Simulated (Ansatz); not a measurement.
Reaction: CH6Si (methylsilane, SMILES C[SiH3]) → CH5Si (SMILES [SiH3][CH2], doublet) + H (doublet) (the C-H bond breaks)
Each species at its own B3LYP-D3(BJ)/def2-TZVP minimum (Ansatz, a first-principles code).

Total energies in hartree (Ansatz). UHF or UKS for unpaired electrons; spin-orbit terms are left out. Cores are frozen in correlated methods. No relativity. For partners of very few electrons the exact lower level stands in for a higher one.

```csv
species,HF/cc-pV(T+d)Z,CCSD(T)/cc-pV(T+d)Z,HF/cc-pV(Q+d)Z,CCSD(T)/cc-pV(Q+d)Z,CCSD(T)/cc-pV(D+d)Z,CCSDT(Q)/cc-pV(D+d)Z
"1: CH6Si (methylsilane, SMILES C[SiH3])",-330.32571,-330.69426,-330.33210,-330.71844,-330.60793,-330.60911
"2: CH5Si (SMILES [CH2][SiH3], doublet)",-329.69601,-330.02321,-329.70240,-330.04617,-329.94292,-329.94417
3: H (doublet),-0.49981,-0.49981,-0.49995,-0.49995,-0.49928,-0.49928
```

Q: Work out the bond dissociation energy (electronic) in kcal/mol: take Hartree-Fock from cc-pV(Q+d)Z, extrapolate the CCSD(T) correlation energy as X^-3 (X = 3, 4), and add CCSDT(Q) - CCSD(T) in cc-pV(D+d)Z. 1 hartree = 627.51 kcal/mol.

A: 
Species 1: correlation (64·(-0.38634) - 27·(-0.36855))/37 = -0.39932; step -0.00118; E1 = -330.33210 + (-0.39932) + (-0.00118) = -330.73260
Species 2: correlation (64·(-0.34377) - 27·(-0.32720))/37 = -0.35586; step -0.00125; E2 = -329.70240 + (-0.35586) + (-0.00125) = -330.05951
Species 3: correlation (64·(0.00000) - 27·(0.00000))/37 = 0.00000; step +0.00000; E3 = -0.49995 + (0.00000) + (+0.00000) = -0.49995
-1·E1 +1·E2 +1·E3 = 0.17314 hartree = 108.6 kcal/mol.
